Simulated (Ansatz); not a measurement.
Cyclopentanone (`O=C1CCCC1`), relaxed with RKS PBE-D4/def2-SVP in Ansatz 0.2.0 from a rough embedded geometry. The force threshold is 0.03 eV/Å; the program also tests the step.

Charge 0, multiplicity 1.

Start:

```xyz
14

O    -1.959   -1.091    1.278
C    -1.007   -0.526    0.656
C     0.429   -0.851    0.884
C     1.146   -0.295   -0.343
C     0.252    0.992   -0.625
C    -1.155    0.520   -0.427
H     0.784   -0.458    1.821
H     0.612   -1.993    0.875
H     2.194    0.021   -0.076
H     1.113   -0.922   -1.151
H     0.500    1.796    0.129
H     0.457    1.368   -1.611
H    -1.549    0.092   -1.332
H    -1.817    1.346   -0.076
```

```csv
step,energy (eV),largest force (eV/Å),largest move (Å)
1,-7347.6411,4.860,0.000
2,-7348.1640,1.692,0.093
3,-7348.2231,0.304,0.062
4,-7348.2352,0.144,0.032
5,-7348.2362,0.035,0.028
6,-7348.2363,0.004,0.005
```

End:

```xyz
14

O    -1.973   -1.055    1.285
C    -1.044   -0.559    0.680
C     0.442   -0.911    0.854
C     1.152   -0.239   -0.329
C     0.295    1.015   -0.613
C    -1.146    0.533   -0.397
H     0.761   -0.462    1.823
H     0.581   -2.005    0.953
H     2.215    0.001   -0.130
H     1.131   -0.914   -1.212
H     0.540    1.810    0.125
H     0.475    1.441   -1.620
H    -1.546    0.038   -1.311
H    -1.884    1.307   -0.109
```

Run time 11 s (4 threads of an Arm Neoverse V1 on a shared host); peak host memory 0.17 GiB.
